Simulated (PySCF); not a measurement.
Worked example: correlation energy of HNB⁺, triplet

Geometry: that of the HNB, quartet, kept fixed.

```xyz
3

B     0.0000    0.0798    0.8638
N     0.0000   -0.1176   -0.5879
H     0.0000    0.7790   -1.0947
```

Basis 6-31G; PySCF 2.14.0. Only valence electrons are correlated (noble-gas cores frozen), which leaves 8 electrons in 18 orbitals. Prefix R: restricted or restricted open-shell reference; prefix U: unrestricted.

Full CI is exact within this basis and frozen core; it isn't the basis-set limit. The frozen core follows each run's orbitals, which can shift R against U totals by a few meV.

Restricted and unrestricted runs freeze slightly different cores, so the step to full CI, which has another core, is uncertain by up to 0.1 kcal/mol.

| level | total energy (hartree) |
| --- | --- |
| UHF | -79.237240 |
| UMP2 | -79.348083 |
| UCCSD | -79.368346 |
| UCCSD(T) | -79.373496 |
| UCCSDT | -79.374659 |
| full CI | -79.374949 |

Problem. What is the correlation energy at full CI, and what share of it do UMP2 and UCCSDT recover?

Solution. E(corr) = -79.374949 − (-79.237240) = -0.137709 hartree = -3.747 eV. UMP2: -0.110843 / -0.137709 = 80.49 %. UCCSDT: -0.137419 / -0.137709 = 99.79 %.

Problem. By how many kcal/mol does UCCSD(T) miss full CI (1 hartree = 627.509 kcal/mol), and which steps make up the rest?

Solution. -79.373496 − (-79.374949) = 0.001453 hartree = 0.91 kcal/mol. Steps: UCCSDT − UCCSD(T) = -0.73, full CI − UCCSDT = -0.18 kcal/mol. Differences between like states or geometries often cancel part of this.
